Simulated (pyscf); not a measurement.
`[CH4]` + `[F][Al]([F])[Cl]` → `[CH3][Al]([F])[F]` + `[ClH]` (four-centre exchange; singlet surface; C–H, Al–Cl broken, Al–C, Cl–H formed). Optimised with ωB97X-D3(BJ)/def2-SVP in PySCF. Energies in eV from the separated reactants.

```json
[
 {"level": "ωB97X-D3(BJ)/def2-TZVP", "barrier": "1.64", "reaction energy": "+1.58"},
 {"level": "PBE/def2-TZVP", "barrier": "1.45", "reaction energy": "+1.47"},
 {"level": "r²SCAN/def2-TZVP", "barrier": "1.51", "reaction energy": "+1.58"},
 {"level": "B3LYP-D3(BJ)/def2-TZVP", "barrier": "1.67", "reaction energy": "+1.53"},
 {"level": "PBE0-D3(BJ)/def2-TZVP", "barrier": "1.50", "reaction energy": "+1.51"},
 {"level": "ωB97M-D3(BJ)/def2-TZVP", "barrier": "1.69", "reaction energy": "+1.51"}
]
```

On the reactant side the descent ends in a complex (not fully relaxed), 0.29 eV under the separated species and 1.93 eV under the saddle at ωB97X-D3(BJ)/def2-TZVP. On the product side the descent ends in an adduct with a Al–Cl contact, 0.41 eV under the separated species and 0.48 eV under the saddle at ωB97X-D3(BJ)/def2-TZVP. At PBE, r²SCAN the saddle lies under the separated products, which points to a path from their complex (located at ωB97X-D3(BJ) alone), and parting the products costs more than the saddle. What is counted as broken (Al–Cl) persists as a longer contact in the product adduct; parting that adduct is a step of its own. This is the saddle that the search found; another between the same sides may lie lower.
